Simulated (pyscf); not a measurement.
`[F][SiH2][O][SiH3]` → `[F][Si][O][SiH3]` [singlet] + `[H][H]`, a 1,1-elimination (singlet surface; H–Si, H–Si broken, H–H formed). Single points on ωB97X-D3(BJ)/def2-SVP structures (PySCF, gas phase). Energies in kJ/mol from the reactant's lowest minimum found.

Small-basis levels: PySCF, no dispersion term, spherical d functions. AM1 to PM7: differences of heats of formation from MOPAC, which are fitted to 298 K values and so differ in kind from electronic energies by zero-point and thermal terms. GFN2-xTB: tblite. Cost: rough CPU time at the saddle relative to B3LYP/6-31G*, from one job on a shared machine.

| level | barrier | reaction energy | cost |
|---|---|---|---|
| HF/3-21G | 438.2 | +121.2 | 0.07 |
| HF/6-31G* | 457.8 | +182.2 | 0.10 |
| BP86/6-31G* | 329.7 | +130.6 | 2 |
| PBE/6-31G* | 327.3 | +135.3 | 2 |
| B3LYP/STO-3G | 438.4 | +106.7 | 0.6 |
| B3LYP/LANL2DZ | 353.9 | +107.8 | 0.6 |
| B3LYP/6-31G* | 361.0 | +141.4 | 1 |
| PBE/def2-SVP | 310.8 | +142.6 | 2 |
| B3LYP/def2-SVP | 344.1 | +148.9 | 1 |
| GFN2-xTB | 409.7 | +236.5 | under 0.02 |
| AM1 | 231.0 | +92.9 | under 0.02 |
| PM7 | 206.7 | +92.9 | under 0.02 |
| ωB97M-D3(BJ)/def2-TZVP | 356.9 | +146.5 | – |

Against the last row the barrier runs from -150.2 (PM7) to +100.9 kJ/mol (HF/6-31G*). ωB97M-D3(BJ)/def2-TZVP has limits of its own. One saddle was located; it need not be the lowest between these sides.
